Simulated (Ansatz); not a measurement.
## Which is lower?

Two relaxed structures of SiNH₂ (charge +1), closed shell (PBE0-D4/def2-TZVP; forces vanish, vibrations not checked).

A:

N1  (0.470, -0.777, 0.588)
Si2  (-0.238, 0.402, -0.318)
H3  (0.288, -0.940, 1.578)
H4  (1.153, -1.449, 0.239)
(Å)

B:

N1  (0.304, -0.576, 0.570)
Si2  (-0.223, 0.421, -0.416)
H3  (0.656, -1.243, 1.236)
H4  (-0.737, 1.397, -1.389)
(Å)

Ansatz 0.2.0; basis: def2-TZVPP; cores frozen in the correlated methods. B3LYP uses VWN-RPA correlation.

(1) Which structure is lower at CCSD(T), and by how much? (To be estimated.)

T1 diagnostic: at most 0.025.

## Answers

(1) Computed: A, by 55.00 kcal/mol (electronic energy, against the other). By their contacts, A is SiNH₂ ([NH2][Si]), total charge +1 and B is SiNH₂ ([NH][SiH]), total charge +1.

All methods give the same order:

```csv
method,E(B) − E(A) (kcal/mol)
PBE-D4,53.68
r2SCAN-D4,52.65
PBE0-D4,56.90
B3LYP-D4,56.88
wB97M-V,60.06
HF,64.18
MP2,51.46
CCSD,57.71
CCSD(T),55.00
```

Labels in which every atom is bracketed show which atoms are joined, not bond orders.

For scale, one of the runs: CCSD(T)/def2-TZVPP, 101 basis functions, launched by `ansatz run in.yaml --threads 2 --pin off --events-out ev --progress --plain --max-ram 4352MiB`. Hardware: 2 CPU threads of an Arm Neoverse V1, shared host. Wall time about 2.1 s.
